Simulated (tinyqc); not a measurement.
Worked calculation: CIS and TDHF on RHF in the sto-3g basis, for H2F+, spin multiplicity 1. One step of it, computed by the program tinyqc.

Problem. CIS triplet states. Diagonalise A (1 hartree = 27.211386 eV); each vector has its largest component positive (the first on a tie).

CIS matrix A, triplet (hartree), order 1>6, 1>7, 2>6, 2>7, 3>6, 3>7, 4>6, 4>7, 5>6, 5>7:
```
[[25.878827, 0.000000, 0.005648, 0.000000, 0.000000, -0.009260, -0.016341, 0.000000, 0.000000, 0.000000],
 [0.000000, 25.939927, 0.000000, 0.007184, -0.009260, 0.000000, 0.000000, -0.003661, 0.000000, 0.000000],
 [0.005648, 0.000000, 1.429978, 0.000000, 0.000000, -0.089136, -0.067562, 0.000000, 0.000000, 0.000000],
 [0.000000, 0.007184, 0.000000, 1.530654, -0.089136, 0.000000, 0.000000, -0.011837, 0.000000, 0.000000],
 [0.000000, -0.009260, 0.000000, -0.089136, 0.567669, 0.000000, 0.000000, -0.049219, 0.000000, 0.000000],
 [-0.009260, 0.000000, -0.089136, 0.000000, 0.000000, 0.641285, -0.049219, 0.000000, 0.000000, 0.000000],
 [-0.016341, 0.000000, -0.067562, 0.000000, 0.000000, -0.049219, 0.499335, 0.000000, 0.000000, 0.000000],
 [0.000000, -0.003661, 0.000000, -0.011837, -0.049219, 0.000000, 0.000000, 0.586382, 0.000000, 0.000000],
 [0.000000, 0.000000, 0.000000, 0.000000, 0.000000, 0.000000, 0.000000, 0.000000, 0.449128, 0.000000],
 [0.000000, 0.000000, 0.000000, 0.000000, 0.000000, 0.000000, 0.000000, 0.000000, 0.000000, 0.538063]]
```

Give: triplet excitation energies; lowest vectors.

Solution.

triplet excitation energies (eV): [12.221, 12.926, 14.178, 14.641, 17.001, 17.731, 39.292, 41.875, 704.199, 705.862]

lowest vectors, order 1>6, 1>7, 2>6, 2>7, 3>6, 3>7, 4>6, 4>7, 5>6, 5>7:
```
[[0.000, 0.001, 0.000, 0.000, 0.000, 0.000],
 [0.000, 0.000, 0.000, 0.000, 0.000, 0.000],
 [0.000, 0.097, 0.000, 0.000, 0.000, 0.078],
 [0.000, 0.000, 0.077, 0.000, -0.049, 0.000],
 [0.000, 0.000, 0.790, 0.000, -0.607, 0.000],
 [0.000, 0.330, 0.000, 0.000, 0.000, 0.938],
 [0.000, 0.939, 0.000, 0.000, 0.000, -0.338],
 [0.000, 0.000, 0.609, 0.000, 0.793, 0.000],
 [1.000, 0.000, 0.000, 0.000, 0.000, 0.000],
 [0.000, 0.000, 0.000, 1.000, 0.000, 0.000]]
```
